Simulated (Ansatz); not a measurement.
Reaction (SMILES): [CH] (CH) → CH+ (singlet, bonded as [CH]) + e-
B3LYP-D3(BJ)/def2-TZVP geometries, fixed; electronic energies without zero-point terms.

Core correlation in the adiabatic ionisation energy at CCSD(T) with Ansatz (an electronic-structure program), in eV: frozen core against all electrons. Core-valence sets carry the plain set on hydrogen. The T1 diagnostic of CCSD is high for at least one species. A restricted Hartree-Fock determinant is unstable towards unrestricted orbitals. An unrestricted Hartree-Fock determinant is markedly spin-contaminated. Open shells are unrestricted.

```json
[
 {"basis": "cc-pVDZ", "functions, most": "19", "frozen core": "10.278"},
 {"basis": "cc-pCVDZ", "functions, most": "23", "frozen core": "10.276"},
 {"basis": "cc-pVTZ", "functions, most": "44", "frozen core": "10.516"},
 {"basis": "cc-pwCVTZ", "functions, most": "57", "frozen core": "10.515"},
 {"basis": "cc-pCVTZ", "functions, most": "57", "frozen core": "10.513"},
 {"basis": "cc-pVQZ", "functions, most": "85", "frozen core": "10.569"},
 {"basis": "cc-pwCVQZ", "functions, most": "114", "frozen core": "10.570"},
 {"basis": "cc-pCVQZ", "functions, most": "114", "frozen core": "10.570"}
]
```

### Question
How large is the core term in each set?

### Answer
The largest core-valence set, cc-pCVQZ, gives a core term of 0.025 eV; the valence set cc-pVQZ, which lacks functions for the core, gives 0.023. By row: cc-pVDZ 0.004, cc-pCVDZ 0.005, cc-pVTZ 0.018, cc-pwCVTZ 0.024, cc-pCVTZ 0.018, cc-pVQZ 0.023, cc-pwCVQZ 0.026, cc-pCVQZ 0.025.
